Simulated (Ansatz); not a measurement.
Band gap of some tetrahedrally bonded semiconductors and semimetals

Method: PBE-D3(BJ) (Ansatz, a first-principles code, plane waves, PAW). References are measured gaps from which a computed or estimated zero-point shift was taken out, by their sources or here, so that they lie as a rule above the printed measurements. The table is a random draw of 8 from 12 solids with such references.

Values in eV.

```tsv
solid	reference	PBE-D3(BJ)	error (eV)
3C-SiC	2.53	1.35	-1.18
wurtzite CdS	2.64¶	1.20	-1.44
zinc-blende GaP	2.43	1.59	-0.84
zinc-blende AlP	2.54	1.57	-0.97
zinc-blende ZnS	3.94	2.18	-1.76
wurtzite GaN	3.68	1.85	-1.83
diamond-structure Si	1.23	0.56	-0.67
zinc-blende GaN (metastable phase)	3.48	1.67	-1.81
```

Over these 8 solids the mean error is -1.31 eV, the mean absolute error 1.31 eV (median 1.31 eV), and the worst case wurtzite GaN at -1.83 eV; the value is below the reference in 8 of 8 cases. Over all 12, from unrounded values, the mean error is -1.45 eV and the mean absolute error 1.45 eV (median 1.31 eV).

¶ marks references of a special kind: wurtzite CdS, 2.64 eV (measured, zero-point renormalisation of 0.068 eV removed from the gap extrapolated to 0 K (as printed); as tabulated in X. Ren, F. Merz, H. Jiang et al., All-electron periodic G0W0 implementation …).

Differences are worked out from the printed values.

Density-functional gaps are differences of (generalised) Kohn–Sham levels of a static lattice; semilocal ones lie below quasiparticle gaps as a rule. Measured gaps hold zero-point and thermal shifts unless a correction is named.

Spin–orbit coupling is included only where a level's name says +SOC; with heavier elements it mostly lowers gaps and can invert bands. Each level is taken at its own relaxed cell. Ansatz's density-functional and Hartree–Fock values are scalar-relativistic unless marked +SOC, with PAW data made under PBE.

Ansatz's runs of these crystals have no spin polarisation.

Not in this set, of the tetrahedrally bonded semiconductors and semimetals with a reference value in our tables and a result at some level: 15 for a reference of another kind, counted apart; 8 for spin–orbit coupling left out; 1 for sources at odds; 1 for a measured value of zero; 1 for a high-temperature or high-pressure phase. These can be a level's best or worst cases. At least 6 more with a reference value are held back for tests. Solids without a released value at any level aren't counted. Without +SOC, gaps count where the solid holds none of Ge, As, Se, Br, Sn, Sb, Te, I or the elements past barium, or holds Ge, As, Se or Br with a gap over 4 eV. Layered and molecular crystals are counted apart. The metals Ce to Yb are counted apart.

References as tabulated in, or derived from, Chen et al. (2018), doi:10.1103/physrevmaterials.2.073803; X. Ren, F. Merz, H. Jiang et al., All-electron periodic G0W0 implementation …; Vurgaftman et al. (2001), doi:10.1063/1.1368156.
